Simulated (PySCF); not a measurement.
# Level sweep

Species: CH2PH, CH3P.
SMILES: `C=P`

PySCF, dipoles from the SCF density, polarisabilities from static response with core orbitals frozen. Isolated species at its PBE0-D3(BJ)/def2-SVP geometry, gas phase.

Question: Which levels come closest to the reference values?

Answer: 

| level | μ (D) | error (%) | α (Å³) | error (%) | anisotropy (Å³) |
| --- | --- | --- | --- | --- | --- |
| LDA/def2-SVPD | 0.913 | +4.3 | 5.97 | -1.5 | 2.74 |
| PBE/def2-SVPD | 0.903 | +3.3 | 5.92 | -2.4 | 2.73 |
| B3LYP/def2-SVPD | 0.863 | -1.4 | 5.89 | -2.8 | 2.79 |
| PBE0/def2-SVPD | 0.936 | +7.0 | 5.86 | -3.2 | 2.74 |
| BHandHLYP/def2-SVPD | 0.894 | +2.2 | 5.85 | -3.4 | 2.85 |
| CAM-B3LYP/def2-SVPD | 0.866 | -1.0 | 5.86 | -3.3 | 2.82 |
| wB97X-D/def2-SVPD | 0.967 | +10.6 | 5.87 | -3.1 | 2.77 |
| LC-wPBE/def2-SVPD | 0.938 | +7.2 | 5.79 | -4.5 | 2.76 |
| HF/def2-SVPD | 1.017 | +16.3 | 5.94 | -2.0 | 3.04 |
| PBE0/6-31G* | 1.238 | +41.6 | 4.64 | -23.4 | 3.32 |

Reference dipole: 0.875 D (computed, CCSD(T)/CBS, all electrons, equilibrium geometry, gas; Hait, Head-Gordon, J. Chem. Theory Comput. 14 (2018) 1969). Reference polarisability: 6.060 Å³ (computed, CCSD(T)/CBS, static electronic, isotropic average, equilibrium geometry, gas; Hait, Head-Gordon, Phys. Chem. Chem. Phys. 20 (2018) 19800). The anisotropy is √(½[(α1 − α2)² + (α2 − α3)² + (α3 − α1)²]). For the dipole, the smallest error is 1.0% (CAM-B3LYP/def2-SVPD) and the largest 41.6% (PBE0/6-31G*). For the polarisability, the smallest error is 1.5% (LDA/def2-SVPD) and the largest 23.4% (PBE0/6-31G*). The dipole runs from 0.86 D (B3LYP/def2-SVPD) to 1.24 D (PBE0/6-31G*). In one basis (def2-SVPD) the functionals order the polarisability from LC-wPBE (lowest) to LDA (highest), a spread of 3%. With PBE0 the polarisability is 4.64 Å³ without diffuse functions (6-31G*) and 5.86 Å³ with them (def2-SVPD).
